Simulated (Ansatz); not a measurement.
## An input for triplet H3PO

The species is H3PO (5 atoms), meant as a triplet with charge 0. As SMILES of the parent species, `O=[PH3]`. Geometry: relaxed at GFN2-xTB. That shape belongs to the parent species and isn't relaxed for this state.

| atom | x (Å) | y (Å) | z (Å) |
| --- | --- | --- | --- |
| O | -1.3820 | -0.3283 | 0.5330 |
| P | -0.0585 | -0.0146 | 0.0225 |
| H | 0.8071 | 0.5649 | 0.9394 |
| H | 0.6637 | -1.0983 | -0.4549 |
| H | -0.0302 | 0.8764 | -1.0400 |

Settings wanted:

```
basis set      : STO-3G
core potential : none
task           : energy
method         : DFT
functional     : B3LYP
dispersion     : none
reference      : UKS
accuracy       : high
```

Question: Give an Ansatz 0.2.0 job that does this.

Answer: One that was run (others would do as well):

job.yaml:
```yaml
basis:
  gaussian:
    orbitals: STO-3G
crystal:
  periodic: [false, false, false]
  atoms:
    - {symbol: O, position_ang: [-1.381960, -0.328270, 0.532950]}
    - {symbol: P, position_ang: [-0.058510, -0.014650, 0.022530]}
    - {symbol: H, position_ang: [0.807060, 0.564860, 0.939400]}
    - {symbol: H, position_ang: [0.663660, -1.098320, -0.454890]}
    - {symbol: H, position_ang: [-0.030250, 0.876380, -1.039990]}
magnetization:
  spin_polarized: true
  initial_magnetization: 2
accuracy: high
hamiltonian:
  xc: {name: B3LYP}
```

```bash
$ ansatz run job.yaml --threads 1 --pin off --max-ram 2610MiB --events-out events.jsonl --progress --plain --runs-dir runs
```

Calculated total energy: -413.01276 Eh.
